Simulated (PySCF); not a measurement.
C₃H₈, SMILES CCC (connectivity only; charge and spin as stated), charge +1, multiplicity 2. Atoms are numbered in the order given.

```xyz
11

C     -1.2969    -0.0178     0.2349
C      0.0000     0.0000    -0.4623
C      1.2969     0.0178     0.2349
H     -2.1404    -0.3053    -0.4086
H     -1.2629    -0.6133     1.1681
H     -1.5297     1.0138     0.6127
H     -0.0223     0.7010    -1.3949
H      0.0223    -0.7010    -1.3949
H      2.1404     0.3053    -0.4086
H      1.2629     0.6133     1.1681
H      1.5297    -1.0138     0.6127
```
Charge +1, spin multiplicity 2.

The structure is a stationary point at B3LYP-D3(BJ)/def2-SVP. The multiplicity is an assumed one; other spin states were not compared.

Calculation: PySCF with PBE/pcH-1.

Unrestricted Kohn–Sham, ⟨S²⟩ = 0.752. Hyperfine tensors hold the contact and dipolar terms, without spin-orbit corrections.

Computed hyperfine couplings:
| nucleus | A(iso) (MHz) | A(iso) (G) | dipolar principal values (MHz) |
|---|---|---|---|
| 13C no. 1 | -17.2 | -6.1 | -11.1, -8.7, 19.8 |
| 13C no. 2 | -7.9 | -2.8 | -32.2, -30.8, 63.0 |
| 13C no. 3 | -17.2 | -6.1 | -11.1, -8.7, 19.8 |
| 1H no. 4 | 19.2 | 6.8 | -4.9, -2.6, 7.5 |
| 1H no. 5 | 100.1 | 35.7 | -7.0, -4.7, 11.7 |
| 1H no. 6 | 245.6 | 87.6 | -8.4, -6.6, 15.0 |
| 1H no. 7 | 446.8 | 159.4 | -17.4, -17.0, 34.4 |
| 1H no. 8 | 446.8 | 159.4 | -17.4, -17.0, 34.4 |
| 1H no. 9 | 19.2 | 6.8 | -4.9, -2.6, 7.5 |
| 1H no. 10 | 100.1 | 35.7 | -7.0, -4.7, 11.7 |
| 1H no. 11 | 245.6 | 87.6 | -8.4, -6.6, 15.0 |

Question: And the g tensor (effective nuclear charges for spin-orbit coupling, GIAO)? (An estimate is asked for; the answer gives what the named calculation found.)

Answer: principal values 2.0022, 2.0042, 2.0046; isotropic 2.0037.
